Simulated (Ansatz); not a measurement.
Carbon dioxide (`O=C=O`): measurement beside calculation (Ansatz, PBE0-D4/def2-TZVP geometry).

```xyz
3

O     0.1743   -0.9998   -0.5551
C    -0.0001    0.0000    0.0000
O    -0.1741    0.9998    0.5550
```

Measured: 13.777 ± 0.001 eV (ionisation energy: first ionisation energy, CO2 to CO2+ ground state X 2Pi_g, literature spectroscopic value). Source: Ion Chemistry of Carbon Dioxide in Nonthermal Reaction with Molecular Hydrogen, 2022 (pmc:9189832).

```csv
level,vertical IE (eV),minus measured (eV)
PBE-D4/def2-TZVPP,13.66,-0.11
r2SCAN-D4/def2-TZVPP,13.67,-0.11
PBE0-D4/def2-TZVPP,13.75,-0.03
B3LYP-D4/def2-TZVPP,13.82,0.04
ωB97X-V/def2-TZVPP,13.81,0.03
ωB97M-V/def2-TZVPP,13.78,0.00
B2PLYP/def2-TZVPP,13.89,0.11
"−ε(HOMO), LDA (SPW92)",9.27,-4.50
"−ε(HOMO), PBE",9.03,-4.75
"−ε(HOMO), revPBE",8.95,-4.83
"−ε(HOMO), BLYP",8.93,-4.85
"−ε(HOMO), r2SCAN",9.42,-4.36
"−ε(HOMO), B97M-V",9.44,-4.33
"−ε(HOMO), PBE0",10.69,-3.09
"−ε(HOMO), B3LYP",10.42,-3.36
"−ε(HOMO), r2SCANh",10.03,-3.74
"−ε(HOMO), r2SCAN0",10.97,-2.81
"−ε(HOMO), HSE06",10.28,-3.50
"−ε(HOMO), BHLYP",12.28,-1.50
"−ε(HOMO), CAM-B3LYP",12.16,-1.62
"−ε(HOMO), LC-ωPBE",13.49,-0.29
"−ε(HOMO), ωB97X-V",13.11,-0.66
"−ε(HOMO), ωB97M-V",13.03,-0.75
```

Computed values are vertical and leave out zero-point energy and spin–orbit coupling, so an adiabatic measurement lies lower by the cation's relaxation.

Measured: 1285 cm⁻¹ (lower Fermi dyad component nu1/2nu2 (10002 from ground state), Q-branch, CARS); 1388 cm⁻¹ (upper Fermi dyad component nu1/2nu2 (10001 from ground state), Q-branch, CARS); 1366 cm⁻¹ (hot band 10011 from 00011, CARS); 1424 cm⁻¹ (hot band 21101 from 11101, CARS); 1426 cm⁻¹ (hot band 12201 from 02201, CARS); 1388 cm⁻¹ (upper component of Fermi dyad (nu1 with 2nu2)); 1285 cm⁻¹ (lower component of Fermi dyad (nu1 with 2nu2)); 2350 cm⁻¹ (C=O stretching band, FTIR of gas released in thermogravimetry); 667 cm⁻¹ (CO2 bending mode absorption feature (nu2), electro-optically sampled dual-comb spectroscopy); 2360 cm⁻¹ (C=O antisymmetric stretch band, TG-IR gas-phase infrared); 2349 cm⁻¹ (IR band of CO2 gas (antisymmetric stretch region; mode not assigned in paper), FTIR spectroscopy, long-path gas cell); 1281 cm⁻¹ (Fermi diad, lower component, Raman spectroscopy, 532 nm). Source: Raman observations of quantum interference in the $\nu_1 / 2\nu_2$ Fermi dyad region of carbon dioxide, 2006 (arxiv:physics/0601182); CO2 activation by copper oxide clusters: size, composition, and charge state dependence, 2024 (pmc:11385096); CO2 complexation with cyclodextrins, 2023 (pmc:10366446); High-resolution electro-optically sampled broadband dual-comb spectroscopy across mid-IR to terahertz at video rate, 2023 (arxiv:2307.02686); Enhancing the flame retardancy of lyocell fabric finished with an efficient, halogen-free flame retardant, 2021 (pmc:9042939); In situ IR spectroscopy data and effect of the operational parameters on the photocatalytic activity of N-doped TiO2, 2019 (pmc:6517577); Phase transitions in natural C-O-H-N-S fluid inclusions - implications for gas mixtures and the behavior of solid H2S at low temperatures, 2021 (pmc:8633383).

Harmonic PBE0-D4 wavenumbers (cm⁻¹, unscaled): 688, 688, 1394, 2454. Fundamentals include anharmonicity and usually lie a few per cent under these; harmonic values from spectra compare directly.

Enthalpy of formation at 298 K: -94.1 kcal/mol (zero for an element's reference state; older measured values of the G2 set, as listed by Staroverov and co-workers, J. Chem. Phys. 119, 12129, 2003). With their computed zero-point and thermal terms and the atoms' enthalpies of Curtiss and co-workers (1997) it gives an electronic atomization energy of 389.3 kcal/mol.

```csv
level,atomization (kcal/mol),error,error per bond
LDA (SPW92),473.3,84.0,42.0
PBE-D4,416.7,27.5,13.7
revPBE-D4,400.7,11.4,5.7
BLYP-D4,401.1,11.9,5.9
r2SCAN-D4,395.1,5.8,2.9
B97M-V,391.8,2.5,1.3
PBE0-D4,392.1,2.8,1.4
B3LYP-D4,388.7,-0.6,-0.3
r2SCANh-D4,386.8,-2.4,-1.2
r2SCAN0-D4,374.9,-14.4,-7.2
HSE06-D4,392.7,3.4,1.7
BHLYP-D4,357.6,-31.7,-15.9
CAM-B3LYP-D4,389.7,0.4,0.2
ωB97X-V,389.7,0.4,0.2
ωB97M-V,390.7,1.4,0.7
B2PLYP,389.1,-0.2,-0.1
PBE-QIDH,385.8,-3.4,-1.7
PBE,416.1,26.9,13.4
revPBE,398.2,9.0,4.5
BLYP,399.7,10.4,5.2
r2SCAN,394.9,5.6,2.8
PBE0,391.6,2.3,1.1
B3LYP,387.7,-1.6,-0.8
r2SCANh,386.7,-2.6,-1.3
r2SCAN0,374.7,-14.6,-7.3
HSE06,392.2,2.9,1.5
BHLYP,356.9,-32.4,-16.2
CAM-B3LYP,389.2,-0.1,0.0
LC-ωPBE,392.8,3.5,1.8
RPA@PBE/def2-TZVPP,354.1,-35.2,-17.6
HF/def2-TZVPP,246.8,-142.5,-71.2
MP2/def2-TZVPP,402.3,13.0,6.5
SCS-MP2/def2-TZVPP,391.0,1.7,0.9
CCSD/def2-TZVPP,363.4,-25.9,-12.9
CCSD(T)/def2-TZVPP,376.0,-13.3,-6.6
HF/def2-QZVPP,247.4,-141.9,-71.0
MP2/def2-QZVPP,409.3,20.1,10.0
SCS-MP2/def2-QZVPP,399.0,9.7,4.8
CCSD/def2-QZVPP,369.7,-19.6,-9.8
CCSD(T)/def2-QZVPP,383.0,-6.3,-3.1
HF/CBS(def2),247.4,-141.9,-70.9
MP2/CBS(def2),414.3,25.0,12.5
CCSD/CBS(def2),374.0,-15.3,-7.6
CCSD(T)/CBS(def2),387.9,-1.4,-0.7
```

Functionals use def2-TZVPP; B3LYP here is the variant with VWN-RPA as its local correlation; programs differ in this. The calculations leave out spin–orbit coupling, scalar relativity and, for the correlated methods, core correlation; together these are worth up to about 1 kcal/mol a heavy atom. HSE06 is defined as in plane-wave codes. CBS extrapolates def2-TZVPP and def2-QZVPP. T1 = 0.018.
